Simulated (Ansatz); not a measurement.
**AlH₄O+ (SMILES [OH2+][AlH2]): functionals against CCSD(T) at one geometry**

Aim: energy, forces and dipole at a structure displaced at random from a GFN2-xTB minimum, from CCSD(T) and from density functionals.

Program: Ansatz 0.2.0, Gaussian basis. Level of theory: single points in def2-TZVPP. These are calculated values, not measurements.

Correlated methods freeze the cores.

## 1. The starting structure

SMILES `[OH2+][AlH2]`, 6 atoms, charge 1, spin multiplicity 1.

Atoms are counted from 1 here; the program's logs count them from 0.

Bond lengths: O1–Al2 1.875 Å, O1–H3 0.788 Å, O1–H4 0.916 Å, Al2–H5 1.318 Å. Angles: Al2–O1–H3 137.3°, Al2–O1–H4 131.5°, H3–O1–H4 88.3°, O1–Al2–H5 106.5°.

As a file:

```xyz
6
AlH4O
O    -0.11820   -0.98250   -0.01590
Al   -0.04220    0.88990   -0.09030
H    -0.61890   -1.53130    0.24580
H     0.54210   -1.61700   -0.00080
H     0.00610    1.21200   -1.36780
H     0.17570    1.44320    1.54710
```

## 2. CCSD(T)/def2-TZVPP

run/in.yaml reads:

```yaml
crystal:
  periodic: [false, false, false]
  atoms:
    - {symbol: O, position_ang: [-0.118200, -0.982500, -0.015900]}
    - {symbol: Al, position_ang: [-0.042200, 0.889900, -0.090300]}
    - {symbol: H, position_ang: [-0.618900, -1.531300, 0.245800]}
    - {symbol: H, position_ang: [0.542100, -1.617000, -0.000800]}
    - {symbol: H, position_ang: [0.006100, 1.212000, -1.367800]}
    - {symbol: H, position_ang: [0.175700, 1.443200, 1.547100]}
basis:
  gaussian: {orbitals: def2-TZVPP}
total_charge: 1
correlation: {method: ccsd_t}
output: {forces: true}
```

The command line of these runs was not kept.

## 3. PBE0-D4/def2-TZVPP

run/in.yaml: that of step 2 with these lines changed.

```diff
@@ -12,3 +12,3 @@
 total_charge: 1
-correlation: {method: ccsd_t}
-output: {forces: true}
+hamiltonian: {xc: pbe0, dispersion: d4}
+output: {forces: true, orbitals: {seedname: orbitals}}
```

## 4. wB97M-V/def2-TZVPP

run/in.yaml: that of step 3 with these lines changed.

```diff
@@ -12,3 +12,3 @@
 total_charge: 1
-hamiltonian: {xc: pbe0, dispersion: d4}
-output: {forces: true, orbitals: {seedname: orbitals}}
+hamiltonian: {xc: {name: wB97M-V}}
+output: {forces: true}
```

## 5. r2SCAN-D4/def2-TZVPP

run/in.yaml: that of step 4 with these lines changed.

```diff
@@ -12,3 +12,3 @@
 total_charge: 1
-hamiltonian: {xc: {name: wB97M-V}}
+hamiltonian: {xc: r2scan, dispersion: d4}
 output: {forces: true}
```

## 6. PBE-D4/def2-TZVPP

run/in.yaml: that of step 5 with these lines changed.

```diff
@@ -12,3 +12,3 @@
 total_charge: 1
-hamiltonian: {xc: r2scan, dispersion: d4}
+hamiltonian: {xc: pbe, dispersion: d4}
 output: {forces: true}
```

## 7. r2SCANh-D4/def2-TZVPP

run/in.yaml: that of step 6 with these lines changed.

```diff
@@ -12,3 +12,3 @@
 total_charge: 1
-hamiltonian: {xc: pbe, dispersion: d4}
+hamiltonian: {xc: {name: r2SCANh}, dispersion: d4}
 output: {forces: true}
```

## 8. SPW92/def2-TZVPP

run/in.yaml: that of step 7 with these lines changed.

```diff
@@ -12,3 +12,3 @@
 total_charge: 1
-hamiltonian: {xc: {name: r2SCANh}, dispersion: d4}
+hamiltonian: {xc: lda}
 output: {forces: true}
```

(Steps that only read results are left out.)

**Question.** What will these runs give? Wanted: energy less free atoms, CCSD(T)/def2-TZVPP; RMS force component; RMS force error; HOMO and LUMO, PBE0-D4; T1 diagnostic.

**Answer**, as computed:

| quantity | value |
| --- | --- |
| energy less free atoms, CCSD(T)/def2-TZVPP | -175.2 kcal/mol |
| RMS force component | 6.123 to 6.438 eV/Å over the methods |
| RMS force error | PBE0-D4 0.026, wB97M-V 0.070, r2SCAN-D4 0.050, PBE-D4 0.218, r2SCANh-D4 0.055, SPW92 0.405 eV/Å |
| HOMO and LUMO, PBE0-D4 | -14.10 and -7.03 eV |
| T1 diagnostic | 0.008 |

**Reading.** Against CCSD(T) the functionals' energies less atoms differ by -50.4 to +3.0 kcal/mol, PBE-D4 by +0.4 kcal/mol. The reference is not at the basis limit: in triple zeta CCSD(T) underbinds, which counts against methods that bind more; the gaps are no ranking. For forces PBE0-D4 does best and SPW92 worst. Frozen-core CCSD(T) forces in triple zeta carry basis errors of their own, and this is one geometry, so small gaps rank nothing.
